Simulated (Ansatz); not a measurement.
Solid chlorine, treated with PBE-D4 in Ansatz (PAW).

Numerical settings: plane-wave cutoff 520 eV, 10×10×4 k mesh (along the axes of the cell as run), Fermi–Dirac smearing 0.01 eV, scalar-relativistic PAW data made under PBE.

Properties against volume:

Shape and atoms are relaxed at each volume.

| V (Å³/atom) | P (GPa) | direct gap at Γ (eV) | c (Å) | a (Å) |
|---|---|---|---|---|
| 25.944 | 0.38 | 2.178 | 8.033 | 6.425 |
| 26.484 | 0.17 | 2.184 | 8.062 | 6.498 |
| 27.025 | 0.00 | 2.192 | 8.090 | 6.569 |
| 27.565 | -0.14 | 2.202 | 8.117 | 6.639 |
| 28.106 | -0.27 | 2.212 | 8.141 | 6.709 |

A straight line through the gaps at Γ against ln V gives a volume deformation potential dE_g(Γ)/d ln V of 0.4 eV: the gap at Γ narrows under compression.

Note: the bulk modulus comes from volumes at which shape and atoms were relaxed.

Ansatz is an electronic-structure program.
